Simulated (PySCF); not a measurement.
# Level of theory and gas-phase deprotonation enthalpies: `CC(=S)C#CC(=O)O` (C5H4O2S)

Non-hydrogen atoms are numbered in `[CH3:1][C:2](=[S:3])[C:4]#[C:5][C:6](=[O:7])[OH:8]`.

All levels share the PBE0-D3(BJ)/def2-SVP structures and the GFN2-xTB thermal terms; only the single-point energies (PySCF) change. Values are gas-phase deprotonation enthalpies (298 K, kJ/mol).

At TPSS-D3(BJ)/cc-pVDZ (grid 4):
| quantity | value |
| --- | --- |
| O8 | 1381 |
| C1 | 1425 |

Question: What does B3LYP-D3(BJ)/ma-def2-SVP give?

Answer: O8: 1345 (change -36); C1: 1384 (change -40).

Known limits: structures of the anions come from def2-SVP, which lacks diffuse functions; cc-pVDZ is a small basis, whose errors can reach tens of kJ/mol; cc-pVDZ has no diffuse functions and serves anions poorly.

Differences come from unrounded values, so a last digit can differ from that of the printed terms.

---

## How the method moves the gas-phase deprotonation enthalpies of formamide

Structure: `NC=O` (CH3NO). Non-hydrogen atoms are numbered in `[NH2:1][CH:2]=[O:3]`.

All levels share the PBE0-D3(BJ)/def2-SVP structures and the PBE0-D3(BJ)/def2-SVP thermal terms; only the single-point energies (PySCF) change. Values are gas-phase deprotonation enthalpies (298 K, kJ/mol).

| level | N1 | C2 |
| --- | --- | --- |
| ωB97X-D3(BJ)/ma-def2-TZVP | 1533 | 1645 |
| M06/def2-SVP (grid 3) | 1574 | 1707 |

The widest spread is that of C2: 62 kJ/mol, from 1645 to 1707.

Known limits: structures of the anions come from def2-SVP, which lacks diffuse functions.

Bases without diffuse functions serve anions poorly.

---

Level of theory and bond dissociation enthalpies: hydroxylamine

Structure: `NO` (H3NO). Optimised structure (Å), atoms numbered from 1:
```
N    -0.4058    0.1510    0.2484
O     0.7880   -0.2585   -0.3865
H    -1.0525   -0.6275    0.1291
H    -0.7676    0.9115   -0.3255
H     1.4551   -0.1708    0.3002
```

All levels share the PBE0-D3(BJ)/def2-SVPD structures and the GFN2-xTB thermal terms; only the single-point energies (PySCF) change. Values are bond dissociation enthalpies (298 K, kJ/mol).

At M06-L/pcseg-2 (grid 3):
```tsv
quantity	value
N1–O2	250
O2–H	291
N1–H	333
```

**Question.** What does ωB97X-D3(BJ)/def2-TZVP give?

**Answer.** N1–O2: 269 (change 19); O2–H: 302 (change 11); N1–H: 342 (change 9).
